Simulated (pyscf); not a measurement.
Structures and frequencies: ωB97X-D3(BJ)/def2-SVP in PySCF.

Q: H₃C–O–Ti(=O)–OH (SMILES C[O][Ti](=[O])[OH]) → O=Ti=O (SMILES [O]=[Ti]=[O]) + H₃C–OH (SMILES CO)
Surface: singlet. Broken: O–Ti, H–O. Formed: H–O. Give ΔE‡ and ΔE from ωB97M-D3(BJ)/def2-TZVP, relative to the reactant's lowest minimum found.

A: ΔE‡ = 2.26 eV, ΔE = +3.37 eV. Zero-point energy shifts the barrier by -0.07 eV. It is an elimination, with an imaginary mode of 1265i cm⁻¹. On the product side the descent ends in an adduct with a O–Ti contact, 1.61 eV under the separated species and 0.40 eV under the saddle at ωB97X-D3(BJ)/def2-TZVP. At ωB97M-D3(BJ) the saddle lies under the separated products, which points to a path from their complex (located at ωB97X-D3(BJ) alone), and parting the products costs more than the saddle. What is counted as broken (O–Ti) persists as a longer contact in the product adduct; parting that adduct is a step of its own. At the saddle there is also a short H–Ti contact that neither side keeps. This is the saddle that the search found; another between the same sides may lie lower.
